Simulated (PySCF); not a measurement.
## Electron detachment from `[BH2-]N[SiH3]` ([BH6NSi]-•)

Parent: `[BH2-]N[SiH3]` ([BH6NSi]-•, doublet). Coordinates in Å; atoms count from 1 in this order:
```
B     1.6120   -0.0947   -0.3429
N     0.5375    0.2251    0.4743
Si   -1.3316   -0.1672    0.3323
H     1.4271   -0.6237   -1.4283
H     2.7668    0.1337    0.0083
H     0.7686    0.6265    1.3824
H    -2.7180   -0.8918    0.5861
H    -1.2576   -0.4520   -1.1550
H    -1.8261    1.2564    0.5286
```

Energies: B3LYP-D3(BJ)/ma-def2-TZVP (PySCF, density fitting, integration grid level 2) on PBE0-D3(BJ)/ma-def2-SVP structures. Thermal corrections: PBE0-D3(BJ)/ma-def2-SVP frequencies, unscaled, ideal gas at 298.15 K and 1 bar, quasi-RRHO entropy.

Frontier levels of the parent: HOMO 1.19 eV, LUMO 2.71 eV.

Oxidation to the singlet neutral:
| Item | Value |
| --- | --- |
| Vertical detachment energy (electronic) | 0.68 eV |
| Adiabatic detachment energy (with zero-point energy) | -0.87 eV |
| Adiabatic, electronic part | -0.99 eV |
| Vertical gap at the product's structure | -0.41 eV |
| Largest changes of atomic charge | Si3 0.59, B1 0.12, H (on Si3) 0.09 |
| Distances that move most (Å) | N2–Si3 1.915 → 1.764; Si3–H 1.585 → 1.494; Si3–H 1.516 → 1.487; Si3–H 1.520 → 1.494 |

Vertical detachment energy to the triplet neutral: 4.48 eV. This state was not relaxed.

Known limits: the parent anion holds its electron weakly or not at all, so the values hang on the basis; the parent lies 0.58 eV lower at the structure of the singlet neutral than at its own, so the structures fit this level poorly.

Structures, frequencies and single points took 7.8 min of wall time on 1 thread of AMD EPYC (shared host), launched as `OMP_NUM_THREADS=1 python redox_run.py task.json out`.
